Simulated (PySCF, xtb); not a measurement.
# BHLiP: 3 structures ranked

3 gas-phase structures of BHLiP, found in a search over its isomers (lower ones may exist). Each was relaxed with GFN2-xTB:

A. `[H]/P=[B]/[Li]`, a singlet
B. `[Li][B]=P`, a singlet
C. `[Li][P]=B`, a singlet

Q: Which do you expect lowest at r2SCAN-D4/def2-SVP, and how would the others follow?

A: Calculated order at r2SCAN-D4/def2-SVP: C (0.0), B (36.0), A (39.7) kcal/mol.

Energies above the lowest of each column, in kcal/mol:

```json
{"structure": "C", "GFN2-xTB": "0.0", "HF/STO-3G": "0.0", "r2SCAN-D4/def2-SVP": "0.0"}
{"structure": "B", "GFN2-xTB": "42.0", "HF/STO-3G": "43.0", "r2SCAN-D4/def2-SVP": "36.0"}
{"structure": "A", "GFN2-xTB": "42.4", "HF/STO-3G": "47.2", "r2SCAN-D4/def2-SVP": "39.7"}
```

Every level run on C puts it lowest or level with the lowest. Some further structures that were screened fall inside this span and aren't listed. No reliable frequencies are at hand for these structures.

Programs: PySCF 2.14.0, xtb 6.7.1.
